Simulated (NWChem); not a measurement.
Everything below was run with NWChem. System: Li, charge 0, spin multiplicity 2. Its SCF solution wasn't tested for a lower state. Level: ROCCSD(T)/def2-TZVPD, no orbitals frozen.

Output (cleaned and shortened):

```
             Northwest Computational Chemistry Package (NWChem) 7.3.0
             --------------------------------------------------------

                                NWChem Input Module
                                -------------------

 Scaling coordinates for geometry "geometry" by  1.889725989
 (inverse scale =  0.529177249)

                             Geometry "geometry" -> ""
                             -------------------------

 Output coordinates in angstroms (scale by  1.889725989 to convert to a.u.)

  No.       Tag          Charge          X              Y              Z
 ---- ---------------- ---------- -------------- -------------- --------------
    1 Li                   3.0000     0.00000000     0.00000000     0.00000000

 Effective nuclear repulsion energy (a.u.)       0.0000000000

            Nuclear Dipole moment (a.u.)
            ----------------------------
        X                 Y               Z
 ---------------- ---------------- ----------------
     0.0000000000     0.0000000000     0.0000000000

      Symmetry information
      --------------------

 Group name             D2h
 Group number             26
 Group order               8
 No. of unique centers     1

      Symmetry unique atoms

     1


 Summary of "ao basis" -> "" (spherical)
 ------------------------------------------------------------------------------
       Tag                 Description            Shells   Functions and Types
 ---------------- ------------------------------  ------  ---------------------
 *                         def2-tzvpd                 on all atoms

 Summary of "ao basis" -> "ao basis" (spherical)
 ------------------------------------------------------------------------------
       Tag                 Description            Shells   Functions and Types
 ---------------- ------------------------------  ------  ---------------------
 Li                        def2-tzvpd                9       17   5s4p

                                 NWChem SCF Module
                                 -----------------

  ao basis        = "ao basis"
  functions       =    17
  atoms           =     1
  closed shells   =     1
  open shells     =     1
  charge          =   0.00
  wavefunction    = ROHF
  use symmetry    = T
  symmetry adapt  = T

 Summary of "ao basis" -> "ao basis" (spherical)
 ------------------------------------------------------------------------------
       Tag                 Description            Shells   Functions and Types
[...]
     1   1 0 0     -0.000000     -0.000000      0.000000
     1   0 1 0      0.000000      0.000000      0.000000
     1   0 0 1     -0.000000     -0.000000      0.000000

     2   2 0 0     -6.197323     -5.899552      0.000000
     2   1 1 0      0.000000     -0.000000      0.000000
     2   1 0 1     -0.000000      0.000000      0.000000
     2   0 2 0     -6.197323     -5.899552      0.000000
     2   0 1 1      0.000000      0.000000      0.000000
     2   0 0 2     -6.197323     -5.899552      0.000000

                   NWChem Extensible Many-Electron Theory Module
                   ---------------------------------------------


            General Information
            -------------------
      Number of processors :     1
         Wavefunction type : Restricted open-shell Hartree-Fock
          No. of electrons :     3
           Alpha electrons :     2
            Beta electrons :     1
           No. of orbitals :    34
            Alpha orbitals :    17
             Beta orbitals :    17
        Alpha frozen cores :     0
         Beta frozen cores :     0
     Alpha frozen virtuals :     0
      Beta frozen virtuals :     0
         Spin multiplicity : doublet
    Number of AO functions :    17
       Number of AO shells :     9
        Use of symmetry is : on
      Symmetry adaption is : on
         Schwarz screening : 0.10D-09

          Correlation Information
          -----------------------
          Calculation type : Coupled-cluster singles & doubles w/ perturbation
   Perturbative correction : (T)
            Max iterations :      100
        Residual threshold : 0.10D-05
     T(0) DIIS level shift : 0.00D+00
     L(0) DIIS level shift : 0.00D+00
     T(1) DIIS level shift : 0.00D+00
     L(1) DIIS level shift : 0.00D+00
     T(R) DIIS level shift : 0.00D+00
     T(I) DIIS level shift : 0.00D+00
   CC-T/L Amplitude update :  5-th order DIIS
                I/O scheme : Global Array Library
        L-threshold :  0.10D-05
        EOM-threshold :  0.10D-05
 no EOMCCSD initial starts read in
 TCE RESTART OPTIONS
 SLICE:      F
 D4D5:       F
 quantumc:   F
 qrotation:  F
 pwtce:      F
 qducc:      F
 nacto:                         0
 nrotv:                         0
 nrot:                          0

            Memory Information
            ------------------
          Available GA space size is     249036222 doubles
          Available MA space size is     104856548 doubles

 Maximum block size supplied by input
 Maximum block size        24 doubles

 tile_dim =      4

 -------------------------------------------------

 Global array virtual files algorithm will be used

 Parallel file system coherency ......... OK

 4-electron integrals stored in orbital form

 v2    file size   =             4245
 4-index algorithm nr.  13 is used
 imaxsize =       30
 imaxsize ichop =        0


CCSD iterations
 ---------------------------------------------------------
 Iter          Residuum       Correlation     Cpu    Wall
 ---------------------------------------------------------
    1   0.0852352514375  -0.0310034921430     0.0     0.0
    2   0.0118018177946  -0.0348090607481     0.0     0.0
    3   0.0018964104174  -0.0353181526734     0.0     0.0
    4   0.0003818567194  -0.0353935282152     0.0     0.0
    5   0.0000969748526  -0.0354060119273     0.0     0.0
    6   0.0000097466475  -0.0354091340148     0.0     0.0
    7   0.0000023110713  -0.0354090797994     0.0     0.0
    8   0.0000006604744  -0.0354090799204     0.0     0.0
 -----------------------------------------------------------------
 Iterations converged
 CCSD correlation energy / hartree =        -0.035409079920421
 CCSD total energy / hartree       =        -7.468060872258655

 Singles contributions

 Doubles contributions
 CCSD(T)
 Using plain CCSD(T) code
             total no. of tasks           83
 total no. of tasks / no. procs           83
                         wl_min            1           1.0
                         wl_max           48           1.9
        thresh for no. of tasks           83

 CCSD[T]  correction energy / hartree =        -0.000017537961404
 CCSD[T] correlation energy / hartree =        -0.035426617881826
 CCSD[T] total energy / hartree       =        -7.468078410220059
 CCSD(T)  correction energy / hartree =        -0.000017523827755
 CCSD(T) correlation energy / hartree =        -0.035426603748177
 CCSD(T) total energy / hartree       =        -7.468078396086410

 Task  times  cpu:        0.3s     wall:        0.3s

 Total times  cpu:        0.4s     wall:        0.4s
```

Problem. Write an NWChem input that would produce this output.

Solution. One answer among several that fit: 
```
start mol
memory heap 100 mb stack 700 mb global 1900 mb
geometry units angstroms nocenter noautoz
  Li     0.000000     0.000000     0.000000
  symmetry group D2h
end
basis spherical
  * library def2-tzvpd
end
scf
  rohf
  nopen 1
  maxiter 100
  thresh 1e-7
  semidirect memsize 60000000 filesize 0
  # guess.movecs holds the orbitals of an unrestricted PBE0 run
  vectors input guess.movecs output mol.movecs
end
tce
  ccsd(t)
  2eorb
  2emet 13
  thresh 1e-6
  maxiter 100
  tilesize 24
end
task tce energy
```
